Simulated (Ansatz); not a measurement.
Cartesian coordinates in Å:
```
N -0.444 0.534 1.196
C 0.112 0.261 -0.066
O 1.484 0.379 0.053
F -0.308 1.151 -1.043
C -0.253 -1.155 -0.484
S -1.099 -1.592 -1.768
H -1.452 0.593 1.147
H -0.056 1.387 1.578
H 1.861 0.323 -0.831
H 0.156 -1.882 0.219
```

The species carries charge 0 and has multiplicity 1.

**Question.** List the PBE0/def2-TZVPP orbital energies in eV (Ansatz 0.2.0). (Estimate.)

**Answer.** Ansatz gave: Occupied: -2422.52, -673.90, -523.74, -391.73, -282.97, -280.38, -217.85, -161.69, -161.64, -161.44, -34.08, -30.03, -25.79, -22.85, -19.32, -17.14, -16.24, -14.91, -14.20, -13.48, -12.55, -11.65, -11.44, -10.57, -9.76, -9.14, -8.33, -6.78. Lowest empty: -2.60, 0.90, 1.73, 2.22, 2.58, 2.77, 4.05, 4.75.
